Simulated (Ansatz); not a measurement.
## SiH2, triplet: the ladder up to full CI

Geometry: that of the SiH2, singlet, kept fixed. The singlet lies 1.3 eV lower here.

```xyz
3

Si    0.0000   -0.0715    0.0000
H     0.0000    0.9958   -1.0900
H     0.0000    0.9958    1.0900
```

Basis cc-pVTZ; Ansatz 0.2.0. Correlated methods freeze the noble-gas cores, which leaves 6 electrons in 57 orbitals. Prefix R: restricted or restricted open-shell reference; prefix U: unrestricted. Active spaces: valence = (6e, 6o) chosen from the atoms' valence shells.

Full CI is exact within this basis and frozen core; it isn't the basis-set limit. The frozen core follows each run's orbitals, which can shift R against U totals by a few meV.

For open shells CISD is restricted-active-space CI with the open shells as a complete middle space.

- UHF ⟨S²⟩: 2.005
- T1 diagnostic (RCCSD): 0.0252
- largest doubles amplitude (RCCSD): 0.041
- T1 diagnostic (UCCSD): 0.0206

```
                   level  E − E(full CI) (kJ/mol)  share of correlation (%)  wall time
                     RHF                    314.3                      0.00          –
                     UHF                    309.3                      1.58          –
                    RMP2                     71.3                     77.30          –
                    UMP2                     70.9                     77.45          –
                    CISD                     19.2                     93.88      1.3 s
                   RCCSD                     11.5                     96.33          –
                   UCCSD                     11.3                     96.40          –
                RCCSD(T)                      2.5                     99.20        3 s
                UCCSD(T)                      2.4                     99.25      3.1 s
                 BCCD(T)                      2.5                     99.20      1.4 s
                  RCCSDT                      0.2                     99.92          –
                  UCCSDT                      0.1                     99.97          –
               RCCSDT(Q)                      0.0                     99.99       23 s
               UCCSDT(Q)                     -0.1                    100.05       21 s
  CASSCF (valence space)                    226.8                     27.83          –
  NEVPT2 (valence space)                     69.2                     77.98     0.76 s
  MRCISD (valence space)                     12.9                     95.88          –
MRCISD+Q (valence space)                      2.0                     99.37      1.3 s
```

The correlation energy at full CI, counted from RHF, is -3.257 eV. That run took 21 s on 2 threads of AMD EPYC 7R13 with a shared H100 80 GB, shared host over 213,814,484 determinants.

Times hold each run's SCF and search for its determinant on a shared host, so for small cases they say little of a method's own cost; they ran on 1 thread of AMD EPYC 7R13.

The full-CI state has the irrep B1 of C2v, in the program's axes.

Natural occupations of full CI about the gap: 1.947 1.932 0.992 0.982 0.032 0.027 0.014 0.013 0.013 0.009; effectively unpaired electrons, Σ n²(2−n)², 2.04.
